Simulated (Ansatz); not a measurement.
Mulliken charges of `COC(F)S` from B3LYP/def2-TZVPP in Ansatz (PBE0-D4/def2-TZVP geometry).

```csv
atom,x (Å),y (Å),z (Å),charge (e)
C1,-0.716,-0.001,1.265,-0.146
O2,-0.484,0.458,-0.058,-0.273
C3,0.410,-0.301,-0.746,0.246
F4,-0.131,-1.522,-1.083,-0.223
S5,0.837,0.496,-2.314,-0.125
H6,-1.364,0.734,1.738,0.124
H7,-1.209,-0.975,1.262,0.123
H8,0.224,-0.070,1.824,0.089
H9,1.304,-0.519,-0.148,0.084
H10,1.211,1.648,-1.736,0.099
```

Question: By hand: the dipole of these point charges (1 e Å = 4.8032 D).

Answer: Σ q r = (0.194, 0.163, 0.527) e Å, of length 0.585 e Å = 2.81 D.

Question: How does the dipole of the full density compare? (An estimate is asked.)

Answer: The calculation gave: (0.159, 0.165, 0.531) e Å, 2.78 D; the point charges give 1.01 times that, at 3° from its direction.

Point charges leave out the atoms' own dipoles, such as those of lone pairs, and Mulliken's split depends on the basis, so the close match here is no proof of good charges.

B3LYP here is the variant with VWN-RPA as its local correlation; programs differ in this.
